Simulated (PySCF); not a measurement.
# What the low excited states add to the polarisability

Species: C3H4FN.
Bonds: F1–C2, C2–C3, C3–N4 (double), N4–C5, C3–C5. Hydrogens: H6, H7 on C2; H8, H9 on C5.

Computed, not measured: TDDFT CAM-B3LYP/def2-SVPD, vertical, gas phase, core orbitals frozen in the response in PySCF. The structure is a single GFN2-xTB conformer in the gas phase; no vibrational or solvent corrections. Torsions of this conformer, `[F:1][CH2:2][C:3]1=[N:4][CH2:5]1`: F1–C2–C3–N4 180°.

Computed singlets:

| state | E (eV) | f |
| --- | --- | --- |
| S1 | 5.31 | 0.0008 |
| S2 | 6.93 | 0.055 |
| S3 | 7.77 | 0.095 |
| S4 | 8.00 | 0.0086 |
| S5 | 8.08 | 0.0051 |
| S6 | 8.21 | 0.056 |
| S7 | 8.62 | 0.0084 |
| S8 | 8.73 | 0.039 |

How much of the mean static polarisability do these states give, one by one?

Each state adds f / ΔE² (ΔE in hartree, 27.2114 eV).

| state | f/ΔE² (au) | running sum (au) | running share of α (%) |
| --- | --- | --- | --- |
| S1 | 0.02 | 0.02 | 0.0 |
| S2 | 0.85 | 0.87 | 2.1 |
| S3 | 1.16 | 2.03 | 4.9 |
| S4 | 0.10 | 2.13 | 5.2 |
| S5 | 0.06 | 2.19 | 5.3 |
| S6 | 0.62 | 2.80 | 6.8 |
| S7 | 0.08 | 2.89 | 7.0 |
| S8 | 0.38 | 3.27 | 7.9 |

The full response gives 41.25 au (6.11 Å³), so 38.0 au comes from the higher roots of the same equations.

By how much does the contribution of these states grow at 589.3 nm?

With ω = 0.0773 hartree each state's term in the mean polarisability goes from f / ΔE² to f / (ΔE² − ω²); the sum over all 8 states goes from 3.27 to 3.54 au, a rise of 0.27 au.

The largest single term belongs to S3, which also has the largest f.

A one-level model with all 28 active electrons at a single energy would need ΔE = √(N/α) = 22.4 eV to give this α, against S1 at 5.31 eV.
